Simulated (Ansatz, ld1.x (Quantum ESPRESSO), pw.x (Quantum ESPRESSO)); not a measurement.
# What a changed setting does to a pw.x run (diamond Tc)

Potential: norm-conserving Troullier–Martins (Kleinman–Bylander form), ld1.x (Quantum ESPRESSO) 7.5, PBEsol; core [Kr], reference 4d5 5s1 5p1; waves: 5p (bound): rc 2.75 bohr; 4d (bound): rc 1.50 bohr; 4f channel at -0.1 Ry: rc 2.50 bohr; 5s (bound): rc 2.20 bohr; local part: the s channel; core correction: none.

The reference run (k-mesh 8³, cutoffs 75/300 Ry, Fermi–Dirac 0.01 Ry, mixing_beta 0.4, conv_thr 1e-9, no spin) gives 1.53 GPa at 20.542 Å³/atom, where all-electron LAPW gives 0.10 GPa. This run, with its own iteration cap, changes degauss to 0.002.

```
&control
  calculation='scf', prefix='x', pseudo_dir='./', outdir='./tmp', tstress=.true., disk_io='none'
/
&system
  ibrav=0, nat=2, ntyp=1, ecutwfc=75, ecutrho=300, nbnd=15,
  occupations='smearing', smearing='fd', degauss=0.002
/
&electrons
  conv_thr=1e-09, mixing_beta=0.4, electron_maxstep=60
/
ATOMIC_SPECIES
Tc 1.0 Tc.UPF
CELL_PARAMETERS angstrom
  0.00000000 2.73871963 2.73871963
  2.73871963 0.00000000 2.73871963
  2.73871963 2.73871963 0.00000000
ATOMIC_POSITIONS crystal
Tc 0.0000 0.0000 0.0000
Tc 0.2500 0.2500 0.2500
K_POINTS automatic
8 8 8 0 0 0
```

```bash
pw.x < Tc.scf.in > Tc.scf.out
```

Task: How does the run end?

Result: It converges in 9 iterations; the free energy moves by +25.9 meV/atom and the pressure by -0.18 GPa. In a metal, with Fermi–Dirac smearing, F lies below its zero-width value by a term in the square of the width.

```
Message from routine setup:
     using ibrav=0 with symmetry is DISCOURAGED, use correct ibrav instead
     lattice parameter (alat)  =       7.3192  a.u.
     unit-cell volume          =     277.2486 (a.u.)^3
     number of electrons       =        14.00
     number of Kohn-Sham states=           15
     kinetic-energy cutoff     =      75.0000  Ry
     charge density cutoff     =     300.0000  Ry
     scf convergence threshold =      1.0E-09
     Exchange-correlation= PBESOL
     number of k points=    29  Fermi-Dirac smearing, width (Ry)=  0.0020
     iteration #  1     ecut=    75.00 Ry     beta= 0.40
     total energy              =     -46.96772122 Ry
     estimated scf accuracy    <       0.15081412 Ry
     iteration #  2     ecut=    75.00 Ry     beta= 0.40
     total energy              =     -46.97955600 Ry
     estimated scf accuracy    <       0.02638740 Ry
     iteration #  3     ecut=    75.00 Ry     beta= 0.40
     total energy              =     -46.97890753 Ry
     estimated scf accuracy    <       0.00516744 Ry
     iteration #  4     ecut=    75.00 Ry     beta= 0.40
     total energy              =     -46.97931035 Ry
     estimated scf accuracy    <       0.00002654 Ry
     iteration #  5     ecut=    75.00 Ry     beta= 0.40
     total energy              =     -46.97933980 Ry
     estimated scf accuracy    <       0.00000411 Ry
     iteration #  6     ecut=    75.00 Ry     beta= 0.40
     total energy              =     -46.97934037 Ry
     estimated scf accuracy    <       0.00000016 Ry
     iteration #  7     ecut=    75.00 Ry     beta= 0.40
     total energy              =     -46.97934043 Ry
     estimated scf accuracy    <       0.00000009 Ry
     iteration #  8     ecut=    75.00 Ry     beta= 0.40
     total energy              =     -46.97934045 Ry
     estimated scf accuracy    <       0.00000001 Ry
     iteration #  9     ecut=    75.00 Ry     beta= 0.40
     the Fermi energy is     9.3641 ev
!    total energy              =     -46.97934045 Ry
     estimated scf accuracy    <          7.6E-11 Ry
     smearing contrib. (-TS)   =      -0.00032320 Ry
     The total energy is F=E-TS. E is the sum of the following terms:
     one-electron contribution =       8.09207931 Ry
     hartree contribution      =       6.49968049 Ry
     xc contribution           =     -10.56958439 Ry
     ewald contribution        =     -51.00119265 Ry
     convergence has been achieved in   9 iterations
          total   stress  (Ry/bohr**3)                   (kbar)     P=       13.47
     Message from routine punch:
     Nothing written, as per user request (disk_io='none')
```

The run took about 26 s on one core of a shared host (Neoverse-V1, 32 threads, 247 GiB, load 48).
